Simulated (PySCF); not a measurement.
## Basis-set dependence of population analyses: ethanethiol

Compound: ethanethiol, C2H6S.
Structure used (PBE0-D3(BJ)/def2-SVP), in Å, numbered top down from 1:
```xyz
9
C2H6S angstrom
C     -0.7822    0.5374    0.1167
C      0.1143   -0.6596   -0.1309
S      1.7117   -0.5937    0.7407
H     -1.7509    0.4113   -0.3939
H     -0.3229    1.4640   -0.2620
H     -0.9707    0.6732    1.1918
H     -0.3536   -1.5841    0.2427
H      0.2951   -0.8140   -1.2060
H      2.1918    0.4961    0.1025
```

PBE0 throughout (PySCF), one geometry, spherical d and f functions. Isolated species at its PBE0-D3(BJ)/def2-SVP geometry (one conformer only). Atoms taken as equivalent share a column and are averaged.

Mulliken charges (e):

| basis | functions | C1 | C2 | S3 | H4/H5/H6 | H7/H8 | H9 |
| --- | --- | --- | --- | --- | --- | --- | --- |
| STO-3G | 25 | -0.234 | -0.221 | +0.070 | +0.080 | +0.082 | -0.018 |
| 6-31G | 43 | -0.474 | -0.593 | +0.043 | +0.178 | +0.214 | +0.061 |
| pcSseg-0 | 43 | -0.609 | -0.822 | -0.032 | +0.238 | +0.293 | +0.162 |
| 6-31G* | 58 | -0.514 | -0.490 | -0.082 | +0.185 | +0.211 | +0.109 |
| def2-SVP | 76 | -0.064 | -0.213 | -0.119 | +0.050 | +0.087 | +0.071 |
| cc-pVDZ | 76 | -0.076 | -0.208 | -0.123 | +0.052 | +0.081 | +0.089 |
| 6-311+G(2d,p) | 125 | -0.601 | -0.097 | -0.172 | +0.151 | +0.157 | +0.102 |
| aug-cc-pVDZ | 127 | +0.469 | -0.099 | +0.111 | -0.120 | -0.113 | +0.103 |
| def2-TZVP | 135 | -0.346 | -0.191 | -0.233 | +0.122 | +0.132 | +0.142 |
| IGLO-III | 174 | -0.335 | -0.387 | +0.107 | +0.120 | +0.146 | -0.037 |
| cc-pVTZ | 178 | -0.283 | -0.175 | -0.170 | +0.103 | +0.113 | +0.092 |

IAO charges (e):

| basis | functions | C1 | C2 | S3 | H4/H5/H6 | H7/H8 | H9 |
| --- | --- | --- | --- | --- | --- | --- | --- |
| STO-3G | 25 | -0.401 | -0.356 | +0.073 | +0.134 | +0.132 | +0.016 |
| 6-31G | 43 | -0.433 | -0.335 | -0.100 | +0.151 | +0.163 | +0.091 |
| pcSseg-0 | 43 | -0.425 | -0.351 | -0.091 | +0.148 | +0.164 | +0.094 |
| 6-31G* | 58 | -0.413 | -0.324 | -0.072 | +0.143 | +0.153 | +0.075 |
| def2-SVP | 76 | -0.401 | -0.316 | -0.069 | +0.138 | +0.147 | +0.078 |
| cc-pVDZ | 76 | -0.411 | -0.319 | -0.079 | +0.141 | +0.150 | +0.084 |
| 6-311+G(2d,p) | 125 | -0.425 | -0.330 | -0.080 | +0.146 | +0.155 | +0.085 |
| aug-cc-pVDZ | 127 | -0.423 | -0.323 | -0.092 | +0.146 | +0.154 | +0.092 |
| def2-TZVP | 135 | -0.425 | -0.332 | -0.074 | +0.146 | +0.155 | +0.083 |
| IGLO-III | 174 | -0.426 | -0.333 | -0.071 | +0.146 | +0.155 | +0.083 |
| cc-pVTZ | 178 | -0.426 | -0.330 | -0.081 | +0.147 | +0.155 | +0.087 |

Some averages cover members that differ in this geometry, most widely: H7/H8, Mulliken in aug-cc-pVDZ -0.139 to -0.087; H4/H5/H6, Mulliken in aug-cc-pVDZ -0.134 to -0.092; H4/H5/H6, Mulliken in IGLO-III +0.104 to +0.132 e.

**Question.** Which scheme is steadiest as the basis changes?

**Answer.** Largest range over the bases for any column: IAO 0.17 e, Mulliken 1.08 e. IAO charges move least and Mulliken charges most, counted in e. Without the minimal STO-3G basis the ranges are IAO 0.03, Mulliken 1.08 e.

**Question.** How much do the charges still move between the two largest bases, IGLO-III and cc-pVTZ?

**Answer.** At most, over all atoms: Mulliken 0.277 e, IAO 0.009 e.

**Question.** What do the same runs give for the total energy, the frontier levels and the dipole moment?

**Answer.** 
```json
{"basis": "STO-3G", "energy (Eh)": "-472.4350", "HOMO (eV)": "-3.34", "LUMO (eV)": "6.85", "μ (D)": "1.05"}
{"basis": "6-31G", "energy (Eh)": "-477.7033", "HOMO (eV)": "-6.75", "LUMO (eV)": "1.28", "μ (D)": "2.13"}
{"basis": "pcSseg-0", "energy (Eh)": "-477.1191", "HOMO (eV)": "-6.85", "LUMO (eV)": "1.13", "μ (D)": "2.14"}
{"basis": "6-31G*", "energy (Eh)": "-477.7490", "HOMO (eV)": "-6.67", "LUMO (eV)": "1.04", "μ (D)": "1.85"}
{"basis": "def2-SVP", "energy (Eh)": "-477.5910", "HOMO (eV)": "-6.60", "LUMO (eV)": "1.05", "μ (D)": "1.63"}
{"basis": "cc-pVDZ", "energy (Eh)": "-477.7779", "HOMO (eV)": "-6.63", "LUMO (eV)": "0.93", "μ (D)": "1.65"}
{"basis": "6-311+G(2d,p)", "energy (Eh)": "-477.8086", "HOMO (eV)": "-6.78", "LUMO (eV)": "0.09", "μ (D)": "1.72"}
{"basis": "aug-cc-pVDZ", "energy (Eh)": "-477.7859", "HOMO (eV)": "-6.80", "LUMO (eV)": "-0.23", "μ (D)": "1.72"}
{"basis": "def2-TZVP", "energy (Eh)": "-477.8155", "HOMO (eV)": "-6.76", "LUMO (eV)": "0.47", "μ (D)": "1.67"}
{"basis": "IGLO-III", "energy (Eh)": "-477.8167", "HOMO (eV)": "-6.69", "LUMO (eV)": "0.37", "μ (D)": "1.49"}
{"basis": "cc-pVTZ", "energy (Eh)": "-477.8200", "HOMO (eV)": "-6.77", "LUMO (eV)": "0.51", "μ (D)": "1.67"}
```

The dipole is fixed by the density alone, so its range of 1.09 D shows that the density itself changes with the basis, not only its division among atoms.
